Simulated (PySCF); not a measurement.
# C4H5F: the cost of one run

Computed with PySCF 2.14.0 and routines of our own; the level stands in each step. Atoms count from 0.

## 1. The system as given

10 atoms, charge 0, multiplicity 1; geometry from: GFN2-xTB.

## 2. Optimising the geometry at PBE0-D3(BJ)/def2-TZVP

The job: settings as JSON, then the geometry in Å.

```
{"job": {"xc": "PBE0", "basis": "def2-TZVP", "d3": "d3bj", "grid": 2, "kind": "geom"}, "charge": 0, "multiplicity": 1}
C     -1.388732     0.030983     0.811941
C     -0.574683     0.292274    -0.415788
C      0.682963    -0.000359    -0.540869
C      1.938967    -0.300931    -0.647646
F      2.928359     0.564763    -0.318083
H     -1.806525     0.966592     1.180775
H     -0.784175    -0.421595     1.593077
H     -2.217646    -0.633480     0.571115
H     -1.103550     0.745963    -1.246021
H      2.333906    -1.239555    -1.011031
```

Launch:

```sh
> OMP_NUM_THREADS=1 python excited_run.py task.json out
```

This one command runs all jobs of the session in turn.

**Question.** How long does this first job take on 1 thread of Arm Neoverse V2, shared host, and how much memory does it need?

About 40 s, with a peak of 0.84 GiB.
